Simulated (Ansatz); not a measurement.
## Structure relaxation of TiC2

Computed with DFT PBE, scalar-relativistic, plane waves, PAW (Ansatz). Cutoff 420 eV, Γ-centred k mesh, Gaussian smearing, no spin polarisation in the final step.

The start is a random cell of TiC2 with space group Pcc2 (No. 27), drawn with lower limits on the distances.

```yaml
crystal:
  lattice:
    - [3.57832, 0.00000, 0.00000]
    - [0.00000, 4.59563, 0.00000]
    - [0.00000, 0.00000, 3.79209]
  atoms:
    - { symbol: Ti, position: [0.00000, 0.50000, 0.91945] }
    - { symbol: Ti, position: [0.00000, 0.50000, 0.41945] }
    - { symbol: C, position: [0.48867, 0.66667, 0.51133] }
    - { symbol: C, position: [0.51133, 0.33333, 0.51133] }
    - { symbol: C, position: [0.48867, 0.33333, 0.01133] }
    - { symbol: C, position: [0.51133, 0.66667, 0.01133] }
```

Steps on the 6×4×4 mesh (6 atoms). 12 of 22 steps are shown, and the free energy counts from the last. Trial steps that were taken back and renewals of the plane-wave basis can be among the rows.

```csv
step,ΔF (meV/atom),V (Å³/atom),P (GPa),largest force component (eV/Å)
1,1831.1,10.39,59.28,4.616
3,890.5,11.64,15.33,2.299
5,556.6,12.22,2.98,0.179
7,419.8,12.43,1.50,0.747
9,330.6,12.39,1.60,0.263
11,323.8,12.46,0.05,0.016
12,162.2,12.46,10.06,0.044
14,48.4,13.71,4.36,0.087
16,19.7,14.69,-0.15,0.015
18,5.5,14.82,0.70,0.030
20,2.8,15.85,0.17,0.020
22,0.0,16.12,0.10,0.020
```

The cell was then made exact in the group found at 0.06 Å. A final relaxation ran on a 16×16×8 mesh. The relaxed crystal, P4/mmm (No. 123):

Space group P4/mmm (No. 123). a = 2.971 Å, b = 2.971 Å, c = 5.943 Å, α = 90.00°, β = 90.00°, γ = 90.00°
```json
{"atom": "Ti", "site": "1d", "symmetry": "4/mmm", "x": "0.5000", "y": "0.5000", "z": "0.5000"}
{"atom": "C", "site": "2g", "symmetry": "4mm", "x": "0.0000", "y": "0.0000", "z": "0.6150"}
```

- Volume per atom: 17.5 Å³
- Density: 2.3 g/cm³
- Energy over the elements: 0.68 eV/atom
- Gap on the 16×16×8 mesh: 0 eV (a metal)

Formation energies are uncorrected and refer to the elements' standard structures at the same level.

The final run used a 16×16×8 mesh on its 3-atom cell and 0.10 eV smearing. For metals, differences of a few meV/atom aren't resolved. Weakly bound directions are ill-defined at this level, which has no dispersion term.

Symmetry constrained the relaxation, so the result can be a saddle point.

Cost: 3 runs of about 2.8 core-minutes in all, on Intel Xeon 6975P-C (Granite Rapids) (shared hosts).